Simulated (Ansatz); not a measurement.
The same calculation of C₂H₃N, SMILES C=C=N as a Python script and as an input file (Ansatz 0.2.0, Python API).

Script `cas_c2h3n.py`:
```python
"""Static correlation in C2H3N: natural occupations of an active space."""

import ansatz as az
from ase import Atoms

atoms = Atoms(["C", "C", "N", "H", "H", "H"], positions=[
    (-0.6742, -0.0802, -0.5877),
    (0.1584, 0.1457, 0.327),
    (0.924, 0.3219, 1.1555),
    (-0.6329, 0.5785, -1.5018),
    (-1.5133, -0.7669, -0.4814),
    (1.7802, -0.2631, 1.0423),
])
c2h3n = az.Crystal.molecule_from_ase(atoms)

calculation = (
    c2h3n.calculation()
    .basis(gaussian="def2-SVP")
    .correlation(active_electrons=4, active_orbitals=4)
)
for method in ["sc_nevpt2"]:
    r = (calculation if method is None else calculation.correlation(method)).run(threads=1).report
    space = r["configurations"]
    state = space["states"][0]
    print(method or "casscf", f"total {r['free_energy_ev'] / 27.211386246:.6f} Ha, active-space state {state['energy']['hartree']:.6f} Ha, mean field {r['reference_energy_ev'] / 27.211386246:.6f} Ha")
    print("  determinants", state["n_determinants"], " natural occupations", [round(n, 3) for n in space["natural_occupations"]])
print("effectively unpaired electrons, sum of min(n, 2 - n):", round(sum(min(n, 2 - n) for n in space["natural_occupations"]), 3))
```

```console
$ python cas_c2h3n.py
RunWarning: the results are in doubt because another end's mean lies 0.188 eV lower, and its corrected mean 0.453 eV higher
sc_nevpt2 total -132.170761 Ha, active-space state -131.800943 Ha, mean field -131.757290 Ha
  determinants 36  natural occupations [1.951, 1.95, 0.05, 0.049]
effectively unpaired electrons, sum of min(n, 2 - n): 0.198
```
(Warnings from the package without file and line.)

`input.yaml`:
```yaml
crystal:
  periodic: [false, false, false]
  atoms:
    - { symbol: C, position_ang: [-0.6742, -0.0802, -0.5877] }
    - { symbol: C, position_ang: [0.1584, 0.1457, 0.327] }
    - { symbol: "N", position_ang: [0.924, 0.3219, 1.1555] }
    - { symbol: H, position_ang: [-0.6329, 0.5785, -1.5018] }
    - { symbol: H, position_ang: [-1.5133, -0.7669, -0.4814] }
    - { symbol: H, position_ang: [1.7802, -0.2631, 1.0423] }
basis:
  gaussian:
    orbitals: def2-SVP
correlation:
  method: sc_nevpt2
  active_space:
    window:
      electrons: 4
      orbitals: 4
```

Total energies depend on the basis set; only differences at equal settings carry meaning. The geometry is a force-field or estimated start, not a minimum of this method, and the basis set is short of its limit. The active space starts as a window about the frontier orbitals and is then optimised, not chosen by chemistry. A lower CASSCF solution was found and passed over, so the printed active-space state isn't the lowest. It ran for 7.2 s on 1 thread of Arm Neoverse N1 (shared host), peak memory 0.17 GiB.

(Lines on the test bed's own set-up are left out of the output.)
